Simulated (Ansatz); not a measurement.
# Worked example: correlation energy of [SiH3···H···H], doublet

Geometry: a point of a hydrogen-transfer path between rigid fragments, not a stationary point.

```xyz
6

Si   -0.0934    0.0000    0.0000
H    -0.5882    1.3997    0.0000
H    -0.5882   -0.6999    1.2122
H    -0.5882   -0.6999   -1.2122
H     1.6426    0.0000    0.0000
H     2.7236    0.0000    0.0000
```

Basis 6-31G; Ansatz 0.2.0. Correlated methods freeze the noble-gas cores, which leaves 9 electrons in 18 orbitals. Prefix R: restricted or restricted open-shell reference; prefix U: unrestricted.

Full CI is exact within this basis and frozen core; it isn't the basis-set limit. The frozen core follows each run's orbitals, which can shift R against U totals by a few meV.

Runs differ by some tens of microhartree through their thresholds and, for an open shell, their frozen cores, so steps under 0.1 kcal/mol mean nothing.

```json
{"level": "UHF", "total energy (hartree)": "-291.652261"}
{"level": "UMP2", "total energy (hartree)": "-291.717254"}
{"level": "UCCSD", "total energy (hartree)": "-291.745509"}
{"level": "UCCSD(T)", "total energy (hartree)": "-291.746566"}
{"level": "UCCSDT", "total energy (hartree)": "-291.746997"}
{"level": "UCCSDT(Q)", "total energy (hartree)": "-291.747043"}
{"level": "full CI", "total energy (hartree)": "-291.747054"}
```

Problem. What is the correlation energy at full CI, and what share of it do UMP2 and UCCSD(T) recover?

Solution. E(corr) = -291.747054 − (-291.652261) = -0.094793 hartree = -2.579 eV. UMP2: -0.064993 / -0.094793 = 68.56 %. UCCSD(T): -0.094305 / -0.094793 = 99.49 %.

Problem. By how many kcal/mol does UCCSD(T) miss full CI (1 hartree = 627.509 kcal/mol), and which steps make up the rest?

Solution. -291.746566 − (-291.747054) = 0.000488 hartree = 0.31 kcal/mol. Steps: UCCSDT − UCCSD(T) = -0.27, UCCSDT(Q) − UCCSDT = -0.03, full CI − UCCSDT(Q) = -0.01 kcal/mol. That is within 1 kcal/mol of the reference in this basis, which itself misses far more of the correlation at the basis-set limit.
